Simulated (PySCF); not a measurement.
How good is the calculation?

Mapped SMILES: `[N:1]#[N+:2][O-:3]`.

Published values to compare with: σ ¹⁵N N1 99.5; N2 11.3; σ ¹⁷O O3 181.0 ppm (measured; gas; G. L. Stoychev, PhD thesis, Univ. Bonn 2021 (Stoychev, Auer, Izsak, Neese, JCTC 2018, 14, 619)).
δ ¹⁵N N2 253.2; N1 165.0; δ ¹⁷O O3 143.4 ppm (measured; gas; Olsson, Cremer, J. Chem. Phys. 1996, 105, 8995 (gas-phase data of Jameson 1987, Jameson 1981, Wasylishen 1984)).
δ ¹⁵N N2 253.2; N1 165.0; δ ¹⁷O O3 143.4 ppm (measured; gas; L. Olsson, D. Cremer, J. Chem. Phys. 105 (1996) 8995).
σ ¹⁵N N1 106.4; N2 12.6; σ ¹⁷O O3 199.0 ppm (CCSD(T)/aug-cc-pCV[TQ]Z extrapolated; gas (isolated, no vibration); Teale, Lutnaes, Helgaker, Tozer, Gauss, JCP 2013, 138, 024111, as tabulated in M. Glasbrenner, PhD thesis, LMU Munich (SI Table 24)).

- NMR shieldings at B97-2/pcSseg-2/GIAO
- PBE0-D3(BJ)/def2-TZVP geometry
- code: PySCF 2.14.0 with density-fitted response routines
- one computed conformer, gas phase, non-relativistic Hamiltonian

**Question.** How close does the calculation come?

**Answer.** 
Reference values: measured (gas; G. L. Stoychev, PhD thesis, Univ. Bonn 2021 (Stoychev, Auer, Izsak, Neese, JCTC 2018, 14, 619)).
```csv
atoms,quantity,reference,computed
N1,σ ¹⁵N,99.5,92.7
N2,σ ¹⁵N,11.3,0.5
O3,σ ¹⁷O,181.0,187.3
```

Reference values: measured (gas; Olsson, Cremer, J. Chem. Phys. 1996, 105, 8995 (gas-phase data of Jameson 1987, Jameson 1981, Wasylishen 1984)).
```
atoms            quantity  reference  computed
   N2  δ ¹⁵N vs NH3 (gas)      253.2     261.2
   N1  δ ¹⁵N vs NH3 (gas)      165.0     169.1
   O3  δ ¹⁷O vs H2O (gas)      143.4     140.3
```

Reference values: measured (gas; L. Olsson, D. Cremer, J. Chem. Phys. 105 (1996) 8995).
```tsv
atoms	quantity	reference	computed
N2	δ ¹⁵N vs gaseous NH3	253.2	261.2
N1	δ ¹⁵N vs gaseous NH3	165.0	169.1
O3	δ ¹⁷O vs gaseous H2O	143.4	140.3
```

Reference values: CCSD(T)/aug-cc-pCV[TQ]Z extrapolated (gas (isolated, no vibration); Teale, Lutnaes, Helgaker, Tozer, Gauss, JCP 2013, 138, 024111, as tabulated in M. Glasbrenner, PhD thesis, LMU Munich (SI Table 24)).
```tsv
atoms	quantity	reference	computed
N1	σ ¹⁵N	106.4	92.7
N2	σ ¹⁵N	12.6	0.5
O3	σ ¹⁷O	199.0	187.3
```

Absolute shieldings are compared as such; zero-point and thermal motion, absent here, lowers them by some tenths of a ppm for H, a few ppm for C and up to about 10 ppm for F.

Computed shifts are σ(ref) − σ with the named reference compound (TMS for H and C) calculated as an isolated molecule at the same level. The measured values may be among those fitted. Shieldings were converted by a linear fit to measured shifts: ¹⁵N (scatter 6.8 ppm rms vs CH3NO2, solution or neat liquid); ¹⁷O (scatter 12.8 ppm rms vs liquid water, solution or neat liquid). Occasional misses reach two or three times the rms, and more in compound classes unlike the fitted ones.

**Question.** How far are the unscaled ¹⁵N shieldings from the references?

**Answer.** Mean signed difference -10.85 ppm, mean absolute 10.85 ppm over 4 comparisons; the largest is -13.7 ppm at N1 (nitrogen bonded to N).

**Question.** How far are the unscaled ¹⁷O shieldings from the references?

**Answer.** Mean signed difference -2.70 ppm, mean absolute 9.00 ppm over 2 comparisons; the largest is -11.7 ppm at O3 (oxygen bonded to N).

**Question.** How far are the unscaled ¹⁵N shifts from the references?

**Answer.** Mean signed difference +6.05 ppm, mean absolute 6.05 ppm over 4 comparisons; the largest is +8.0 ppm at N2 (nitrogen bonded to N, O).

**Question.** How far are the unscaled ¹⁷O shifts from the references?

**Answer.** Mean signed difference -3.10 ppm, mean absolute 3.10 ppm over 2 comparisons; the largest is -3.1 ppm at O3 (oxygen bonded to N).

12 of the 36 published NMR values on file for this molecule are compared. The rest: values from further sources, other calculations.
